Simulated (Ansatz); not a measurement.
## Fluorite CdF₂

Computed with CAM-B3LYP (Ansatz, a first-principles code, plane waves, PAW).

Numerical settings: plane-wave cutoff 460 eV, 8×8×8 k mesh, Fermi–Dirac smearing 0.01 eV, scalar-relativistic PAW data made under PBE.

Cell: measured lattice: a = b = c = 5.388 Å, α = β = γ = 90.00°.

| Quantity | Result |
|---|---|
| band gap | 8.37 eV (on the SCF k mesh) |
| smallest direct gap on the k points sampled | 8.96 eV |

Measured, for comparison: band gap 7.8 eV (temperature not stated, no zero-point or thermal correction, indirect W–Γ; as tabulated in Cappellini et al. (2013), arXiv:1302.2571).

Note: cell and atoms aren't relaxed at this level (pressure 0.9 GPa).

Spin–orbit coupling is not included.

Static lattice: no zero-point or thermal effects.
